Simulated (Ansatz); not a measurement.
Program: Ansatz. Geometries: PBE0-D4/def2-TZVP. ΔE: electronic, gas phase. CCSD(T)/CBS is extrapolated from def2-TZVPP and def2-QZVPP, frozen cores. DFT in def2-TZVPP. No spin–orbit coupling; open shells (•) take unrestricted orbitals. Spin–orbit coupling would lower the free atoms: a little for Si. Each species was taken in one conformer, which may not be the lowest.

Consider the atomization: `N[SiH2][SiH3]` → 7 H• + N• + 2 Si•.

`N[SiH2][SiH3]`:

```xyz
10

N    -1.478   -0.630    0.788
Si   -0.633   -0.072   -0.608
Si    1.518    0.591    0.036
H    -1.048   -1.313    1.390
H    -2.474   -0.777    0.741
H    -1.396    1.081   -1.159
H    -0.499   -1.063   -1.722
H     2.203   -0.522    0.754
H     1.475    1.769    0.943
H     2.331    0.937   -1.162
```

```csv
level,ΔE (eV)
revPBE,30.36
HF/def2-TZVPP,23.18
MP2/def2-TZVPP,30.46
CCSD/CBS(def2),31.28
MP2/cc-pV(D+d)Z,28.49
CCSD(T)/cc-pV(D+d)Z,28.72
CCSD/cc-pV(T+d)Z,30.35
CCSD(T)/cc-pV(T+d)Z,30.64
```

Question: What does CCSD(T)/CBS give? (An estimate is asked.)

Answer: The calculation gave: +31.62 eV. The listed levels differ from it by -1.26, -8.44, -1.16, -0.34, -3.13, -2.90, -1.27, -0.98 eV.

Largest T1 diagnostic among the species: 0.012.

The D4 term adds +0.30 eV with B3LYP and +0.16 eV with PBE0; it sums over pairs of atoms, weighted by their polarisabilities, and B3LYP, whose exchange is more repulsive, gets the larger term. From r2SCAN to r2SCAN0 (25 % exact exchange), in def2-TZVPP and without D4, ΔE moves by −0.27 eV: exact exchange takes away binding that semilocal exchange gives to molecules.

B3LYP here is the variant with VWN-RPA as its local correlation; programs differ in this.

CCSD(T)/CBS has its own doubt, a few kJ/mol and more with outer-core shells, so smaller differences from it don't rank the levels.
